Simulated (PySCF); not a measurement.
## Working out the ionisation energy of Cl

Cl [Ne] 3s2 3p5 (2P) → Cl⁺ [Ne] 3s2 3p4 (3P). All numbers are calculated (PySCF 2.14, the non-relativistic Hamiltonian (point nucleus), in aug-cc-pwCVTZ). Frozen: [Ne]. Energies in hartree (1 hartree = 27.21139 eV):

```tsv
part	Cl (lower)	Cl⁺ (upper)
UHF	-459.486237	-459.053709
CCSD correlation	-0.188241	-0.152968
(T)	-0.006701	-0.004818
```

Problem. What does Hartree-Fock give?

Solution. (-459.053709) − (-459.486237) = 0.432528 hartree = 11.770 eV.

Problem. What do CCSD and CCSD(T) give?

Solution. The CCSD correlation energies differ by 0.035273 hartree = 0.960 eV and the triples by 0.001883 hartree = 0.051 eV, so CCSD gives 12.730 eV and CCSD(T) 12.781 eV.

Measured between the centres of the two terms (NIST): 12.974 eV, so CCSD(T) (valence) is off by -0.193 eV.

What remains against the reference includes basis incompleteness, the frozen core and higher excitations.
